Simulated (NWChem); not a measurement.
**BCl (SMILES [B]Cl): levels of theory compared**

Aim: a comparison of 3 runs (HCTH/93/MINI, SVWN-RPA/6-311+G**, LCCSD/6-311G**) of BCl. 

The calculation is run with NWChem 7.3.0.

4 further runs of the same task are left out: 4 set aside as unsound or not needed.

### 1 The structure to begin with

BCl has 2 atoms, charge 0, and is taken as a singlet. SMILES: `[B]Cl`. The shape is that of a GFN2-xTB optimisation.

Bond lengths: B1–Cl2 1.579 Å.

### 2 The response to a field at HCTH/93/MINI (COSMO water) (run 1)

File bcl.nw:

```
start bcl
title "BCl polarizability"
memory stack 880 mb heap 220 mb global 1100 mb
geometry noautosym nocenter
zmatrix
  B
  Cl 1 r2
variables
  r2 1.57853
end
end
basis spherical bse
* library MINI
end
cosmo
solvent water
end
dft
xc hcth
grid fine
mulliken
end
property
response 1 0.0856
end
task dft property
```

Started as:

```
nwchem bcl.nw > bcl.out
```

Output:

```text
[...]
          Wavefunction type:  closed shell.
          No. of atoms     :     2
          No. of electrons :    22
[...]
          Charge           :     0
          Spin multiplicity:     1
[...]
          AO basis - number of functions:    14
[...]
              XC Information
              --------------
                        HCTH  Method XC Functional
                         HCTH  Exchange Functional  1.000
                      HCTH  Correlation Functional  1.000
[...]
 d= 0,ls=0.0,diis     1   -482.5634261274 -5.11D+02  5.41D-02  6.73D-02     0.2
[...]
 d= 0,ls=0.0,diis     5   -482.5805285690 -6.22D-09  7.67D-07  2.47D-11     1.9
         Total DFT energy =     -482.580528569027
      One electron energy =     -719.005093213548
           Coulomb energy =      240.307905101513
    Exchange-Corr. energy =      -32.172587551691
 Nuclear repulsion energy =       28.494907391671
             COSMO energy =       -0.205660296972
[...]
      Total Density - Mulliken Population Analysis
     ---------------------------------------------
    Atom       Charge   Shell Charges
 -----------   ------   -------------------------------------------------------
    1 B    5     4.95   2.00  1.78  1.18
    2 Cl  17    17.05   2.00  2.00  1.94  5.98  5.12
[...]
 Anisotropic =       5.6474557
[...]
```

Wall time 3.9 s (1 thread of AMD EPYC 7R43 (Zen 3), shared host); peak memory 0.18 GiB.

### 3 The charge distribution at SVWN-RPA/6-311+G(d,p) (run 2)

File mymol.nw:

```
start mymol
title "BCl SVWN-RPA"
memory stack 880 mb heap 220 mb global 1100 mb

geometry
  zmatrix
    B
    Cl 1 1.57853
  end
end

basis "ao basis" spherical
  * library 6-311+G**
end

dft
  xc slater vwn_1_rpa
  mult 1
  grid xfine
  convergence energy 0.0001 rabuck 15
  mulliken
end

property
  quadrupole
  mulliken
  efieldgrad
  moldenfile
  molden_norm janpa
end

task dft property
```

Started as:

```
nwchem mymol.nw > mymol.out
```

Output:

```text
[...]
 Group name             C4v
[...]
          Wavefunction type:  closed shell.
          No. of atoms     :     2
          No. of electrons :    22
[...]
          Charge           :     0
          Spin multiplicity:     1
[...]
          AO basis - number of functions:    52
[...]
              XC Information
              --------------
                        Slater Exchange Functional  1.000 local
                  VWN I RPA Correlation Functional  1.000 local
[...]
 d= 0,ls=0.0,diis     1   -483.6229197399 -5.12D+02  1.28D-02  3.00D+00     0.4
[...]
 d= 0,ls=0.0,diis     8   -483.6612057208 -5.50D-09  6.80D-06  7.69D-08     1.7
         Total DFT energy =     -483.661205720784
      One electron energy =     -723.386683433669
           Coulomb energy =      242.068957324597
    Exchange-Corr. energy =      -30.838387003383
 Nuclear repulsion energy =       28.494907391671
[...]
      Total Density - Mulliken Population Analysis
     ---------------------------------------------
    Atom       Charge   Shell Charges
 -----------   ------   -------------------------------------------------------
    1 B    5     5.44   1.11  0.87  0.32  0.89  0.65  1.14  0.13  0.21  0.02  0.10
    2 Cl  17    16.56   0.77  1.19  0.88  1.11  1.04  0.92  7.44 -1.53  1.14  2.82  1.08 -0.16 -0.15  0.02
[...]
```

It took 2.4 s on 1 thread of AMD EPYC 7R43 (Zen 3), shared host; peak memory 0.18 GiB.

Atomic charges (e):

| atom | Mulliken | Löwdin |
| --- | --- | --- |
| B1 | -0.436 | -0.350 |
| Cl2 | +0.436 | +0.350 |

### 4 A single-point energy at LCCSD/6-311G(d,p) (run 3)

File geom.nw:

```
start geom
title "BCl energy"
memory stack 880 mb heap 220 mb global 1100 mb

geometry units angstrom noautosym nocenter noautoz
B        0.000000       0.000000       0.000000
Cl       0.000000       0.000000       1.578530
end

basis spherical bse
* library 6-311G**
end

scf
thresh 1e-05
maxiter 60
end

tce
scf
lccsd
freeze core 6
maxiter 100
end

task tce energy
```

Started as:

```
nwchem geom.nw > geom.out
```

Output:

```text
[...]
  functions       =    44
[...]
  wavefunction    = RHF
[...]
         Total SCF energy =   -484.128685370466
      One-electron energy =   -723.553879808925
      Two-electron energy =    210.930287046788
 Nuclear repulsion energy =     28.494907391671
        Time for solution =      1.6s
[...]
         Wavefunction type : Restricted Hartree-Fock
          No. of electrons :    22
[...]
         Spin multiplicity : singlet
[...]
 LCCSD total energy / hartree       =      -484.370580938745320
[...]
```

It took 4.5 s on 1 thread of AMD EPYC 7R43 (Zen 3), shared host; peak memory 0.17 GiB.

### 5 Overview of the runs

| run | level | task | integration grid | energy (Eh) | dipole moment (D) | HOMO energy (eV) | LUMO energy (eV) | wall time |
| --- | --- | --- | --- | --- | --- | --- | --- | --- |
| 1 | HCTH/93/MINI (COSMO water) | polarizability | fine | -482.580529 | 1.77 | -6.99 | -3.41 | 3.9 s |
| 2 | SVWN-RPA/6-311+G** | properties | xfine | -483.661206 | 2.54 | -6.33 | -3.20 | 2.4 s |
| 3 | LCCSD/6-311G** | energy | – | -484.370581 | – | -9.90 | 2.34 | 4.5 s |

### 6 What came out

```
                                          quantity          value
                               run 3: total energy  -484.37058 Eh
        run 3: HOMO energy (Hartree–Fock orbitals)       -9.90 eV
        run 3: LUMO energy (Hartree–Fock orbitals)        2.34 eV
      run 3: HOMO–LUMO gap (Hartree–Fock orbitals)       12.23 eV
run 3: correlation energy (6 core orbitals frozen)     -241.9 mEh
```

**Reading.** Totals of different functionals can't be ranked against each other. In run 1 the basis is minimal, so the values are rough. All runs together took 11 s, the longest 4.5 s.
